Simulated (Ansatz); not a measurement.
A nudged elastic band was laid between two geometries of BFH2 + H2 (6 atoms, charge 0, multiplicity 1).

Level of theory: Ansatz 0.2.0, RKS PBE0-D4/def2-SVP.

- movable images: 5
- climbing image: yes
- spring: 5.0 eV/Å²
- optimiser: lbfgs
- start path: through a guess of the saddle point
- force threshold: 0.05 eV/Å
- iteration limit: 60
- end points: relaxed

First end point:

```xyz
6
Properties=species:S:1:pos:R:3
B -0.009 0.450 0.025
F -0.019 0.904 1.262
H 1.064 0.296 -0.511
H -1.074 0.230 -0.504
H 0.080 -2.372 0.655
H 0.071 -2.034 1.337
```

Last end point:

```xyz
6
Properties=species:S:1:pos:R:3
B 0.014 -0.351 -0.216
F 0.010 -0.047 1.657
H 1.040 0.218 -0.502
H -1.045 0.156 -0.497
H 0.051 -1.562 -0.090
H 0.041 -0.939 1.912
```

What changes between the two ends?

Bonds broken: B1–F2, H5–H6. Bonds formed: B1–H5, F2–H6. BFH2 + H2 becomes BH3 + FH.

What energy profile does the band end with?

The forces met the threshold. The highest image is number 4 of 0 to 6, 144.2 kJ/mol above the first end and 30.5 kJ/mol above the last; the last end lies 113.8 kJ/mol above the first. Another band between the same ends (5 images) ends at a top of the same energy, where a vibrational analysis finds 1 clearly imaginary mode. The orbitals stay closed-shell, which can raise the energy where a bond breaks towards radicals; this wasn't checked here.

```tsv
image	path coordinate (Å)	energy (kJ/mol)	B1–F2 (Å)	H5–H6 (Å)	B1–H5 (Å)
0	0.00	0.0	1.32	0.76	2.89
1	0.50	1.8	1.32	0.76	2.44
2	1.00	11.6	1.33	0.76	1.97
3	1.50	59.2	1.40	0.80	1.56
4	1.99	144.2	1.63	1.08	1.31
5	2.42	120.7	1.85	1.56	1.23
6	2.85	113.8	1.90	2.10	1.22
```

What is the geometry of the highest image?


```xyz
6
Properties=species:S:1:pos:R:3
B 0.013 -0.232 0.023
F 0.010 0.061 1.623
H 1.062 0.111 -0.453
H -1.055 0.057 -0.448
H 0.046 -1.519 0.282
H 0.036 -1.005 1.237
```

Time of the run: 94 s on 1 thread of AMD EPYC 7R43 64-Core Processor (Zen 3), on a shared host, peak memory 0.1 GiB.
